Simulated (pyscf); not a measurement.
# Hydrogen shift: `[CH]=[NH]` [doublet] → `[CH2]=[N]` [doublet]

Gas phase, doublet surface, charge 0. Bonds broken: N2–H4. Bonds formed: C1–H4. Single points on ωB97X-D3(BJ)/def2-SVP structures (PySCF, gas phase). MP2 and CC: frozen core, UHF for open shells. ΔMP2 is the change of the MP2 total energy from the triple- to the quadruple-zeta basis.

Transition state (Å):

```xyz
4

C     -0.9179    -0.5001     0.1615
N     -1.9381    -0.4671    -0.5578
H      0.0059    -1.1296     0.1677
H     -1.8009     0.3298     0.4025
```

One imaginary mode, 2145i cm⁻¹; descent along it reached the two sides named.

```
bond   change  reactant side (Å)  saddle  product side
-----  ------  -----------------  ------  ------------
N2–H4  breaks              1.027   1.255         2.055
C1–H4   forms              1.943   1.236         1.109
```

Electronic energies relative to the reactant's lowest minimum found (kcal/mol):

```tsv
level	barrier	reaction energy	reverse barrier
ωB97X-D3(BJ)/def2-TZVP	40.8	-8.8	49.5
PBE/def2-TZVP	38.5	-5.9	44.4
r²SCAN/def2-TZVP	40.1	-8.2	48.3
B3LYP-D3(BJ)/def2-TZVP	41.7	-8.0	49.7
PBE0-D3(BJ)/def2-TZVP	40.2	-7.8	48.0
M06-2X/def2-TZVP	40.2	-7.6	47.7
ωB97M-D3(BJ)/def2-TZVP	40.2	-8.1	48.3
HF/def2-TZVP	47.9	-18.2	66.1
MP2/def2-QZVPP	37.6	-0.8	38.4
CCSD/def2-TZVPP	41.5	-9.3	50.9
CCSD(T)/def2-TZVPP	40.5	-8.1	48.7
CCSD(T)/def2-TZVPP + ΔMP2(QZVPP)	40.4	-7.5	47.9
```

With CCSD(T)/def2-TZVPP + ΔMP2(QZVPP) energies and thermal terms (ideal gas, 1 atm, RRHO with modes under 100 cm⁻¹ raised to 100, one conformer, R ln 2 for rigid chiral ones), in kcal/mol:

```json
[
 {"T (K)": "298", "ΔH‡": "36.9", "ΔG‡": "36.6", "ΔH": "-7.9", "ΔG": "-7.6"},
 {"T (K)": "600", "ΔH‡": "36.8", "ΔG‡": "36.4", "ΔH": "-7.9", "ΔG": "-7.2"},
 {"T (K)": "900", "ΔH‡": "36.6", "ΔG‡": "36.2", "ΔH": "-8.0", "ΔG": "-6.9"},
 {"T (K)": "1200", "ΔH‡": "36.3", "ΔG‡": "36.2", "ΔH": "-8.0", "ΔG": "-6.5"}
]
```

From the product side, HC≡N + H• lies, by one bond made or cut, 16.4 kcal/mol under this saddle at ωB97M-D3(BJ). The same reactants have a lower exit, to HC≡N + H• (no saddle counted: cutting one bond, which may have a small barrier of its own, costs +23.8 kcal/mol at ωB97M-D3(BJ), against +40.2 kcal/mol here). This is the saddle that the search found; another between the same sides may lie lower. The CCSD(T) − MP2 part came from Ansatz, without density fitting, on the same reference. A UHF reference is spin-contaminated (<S²> up to 0.95), which harms MP2 most.
